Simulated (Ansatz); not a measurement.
# MgF₂ (SMILES [F][Mg][F]): functionals against CCSD(T) at one geometry

The task here is to estimate one member of a computed series from the others.

Method: single points in def2-TZVPP; program: Ansatz 0.2.0, Gaussian basis.

Correlated methods freeze the cores. The outer core shell of Li, Na, Mg and K is correlated.

## Starting geometry

SMILES `[F][Mg][F]`, 3 atoms, charge 0, spin multiplicity 1.

Atoms are counted from 1 here; the program's logs count them from 0.

Bond lengths: F1–Mg2 1.640 Å, Mg2–F3 1.672 Å. Angles: F1–Mg2–F3 179.4°.

Coordinates:

```tsv
atom	x (Å)	y (Å)	z (Å)
F1	-1.3442	0.6976	-0.6702
Mg2	-0.0179	-0.0027	-0.0076
F3	1.3374	-0.7255	0.6527
```

Set-up of the first run:

Input file run/in.yaml:

```yaml
crystal:
  periodic: [false, false, false]
  atoms:
    - {symbol: F, position_ang: [-1.344200, 0.697600, -0.670200]}
    - {symbol: Mg, position_ang: [-0.017900, -0.002700, -0.007600]}
    - {symbol: F, position_ang: [1.337400, -0.725500, 0.652700]}
basis:
  gaussian: {orbitals: def2-TZVPP}
correlation: {method: ccsd_t}
output: {forces: true}
```

No record of the launch command was kept for these runs.

Among the steps run: CCSD(T)/def2-TZVPP; PBE0-D4/def2-TZVPP; wB97M-V/def2-TZVPP; r2SCAN-D4/def2-TZVPP; PBE-D4/def2-TZVPP; B97M-V/def2-TZVPP; SPW92/def2-TZVPP.

One table of the session follows, with a row left open; its other results are not shown here.

```
   method  RMS force component (eV/Å)  angle to CCSD(T) forces (°)
  CCSD(T)                       1.315                    reference
  PBE0-D4                       1.282                          0.3
  wB97M-V                       1.343                          0.4
r2SCAN-D4                       1.316                          0.1
   PBE-D4                       1.466                          2.1
   B97M-V                           ?                            ?
    SPW92                       1.201                          1.2
```

Q: Estimate the row for B97M-V from the others.

The run gave: RMS force component (eV/Å): 1.228; angle to CCSD(T) forces (°): 1.1. In the column «RMS force component (eV/Å)» it lies between SPW92 (1.201) and PBE0-D4 (1.282).
